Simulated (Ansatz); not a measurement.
# SiC (singlet): from Hartree-Fock to the top rungs, cc-pVDZ

How much of the correlation energy of SiC (singlet) does each wave-function method recover here?

Computed with Ansatz 0.2.0, Gaussian basis. Level: cc-pVDZ, core rule «outside noble gas», up to 6 orbitals frozen.

To be run: UHF; CCSD(T) on RHF; CCSD(T) on UHF; BCCD(T) on RHF; CISD; CCSDT(Q) on RHF; CCSDT(Q) on UHF; CISDTQ; CCSDTQ on RHF; CCSDTQ on UHF; CASSCF and MRCISD+Q, 8 electrons in 8 orbitals; CASSCF and NEVPT2, 8 electrons in 8 orbitals; Full CI.

4 further runs of the same task are left out: 4 set aside as unsound or not needed.

## Step 1: What is computed

The geometry is a PBE0/def2-TZVP stationary point (not a proven minimum).

2 atoms, charge 0, spin multiplicity 1.

Atoms are counted from 1 here; the program's logs count them from 0.

Bond lengths: Si1–C2 1.636 Å.

## Step 2: UHF

in.yaml reads:

```yaml
crystal:
  periodic: [false, false, false]
  atoms:
    - {symbol: Si, position_ang: [0.000000, 0.000000, 0.000000]}
    - {symbol: C, position_ang: [0.000000, 0.000000, 1.635786]}
basis:
  gaussian: {orbitals: cc-pVDZ}
magnetization: {spin_polarized: true, initial_magnetization: 0}
hamiltonian: {xc: hf}
output: {orbitals: {seedname: orbitals}}
```

Launch:

```
$ ansatz run in.yaml --threads 1 --pin off --events-out ev --progress --plain --max-ram 2560MiB --backend cpu
```

After this run come: CCSD(T) on RHF; CCSD(T) on UHF; BCCD(T) on RHF; CISD; CCSDT(Q) on RHF; CCSDT(Q) on UHF; CISDTQ; CCSDTQ on RHF; CCSDTQ on UHF; CASSCF and MRCISD+Q, 8 electrons in 8 orbitals; CASSCF and NEVPT2, 8 electrons in 8 orbitals; Full CI.

Before running them: what should the planned runs give, taken together? Wanted: FCI below the RHF energy; RMP2 from FCI; RCCSD from FCI; RCCSD(T) from FCI; RCCSDT(Q) from FCI; NEVPT2 valence from FCI; MRCISD+Q valence from FCI; T1 diagnostic; effectively unpaired electrons.

The runs gave:

| quantity | value |
| --- | --- |
| FCI below the RHF energy | -6.9460 eV |
| RMP2 from FCI | +32.98 kcal/mol |
| RCCSD from FCI | +15.57 kcal/mol |
| RCCSD(T) from FCI | +2.03 kcal/mol |
| RCCSDT(Q) from FCI | -0.59 kcal/mol |
| NEVPT2 valence from FCI | +15.79 kcal/mol |
| MRCISD+Q valence from FCI | +0.72 kcal/mol |
| levels within 1 kcal/mol (43 meV) | RCCSDT(Q), RCCSDTQ, MRCISD+Q valence |
| T1 diagnostic | 0.078 |
| effectively unpaired electrons | 0.71 |

In words: RCCSD(T) misses by +2.03 kcal/mol, 1.3 % of the correlation energy. RCCSDT(Q) falls below full CI, which methods that aren't variational can do. The occupations show some static correlation. Of the multireference levels listed MRCISD+Q valence comes nearest in total energy (+0.72 kcal/mol), which doesn't show that its space is the better one. Coupled cluster took another determinant than the lowest Hartree-Fock one. These misses are within one basis, not against nature.
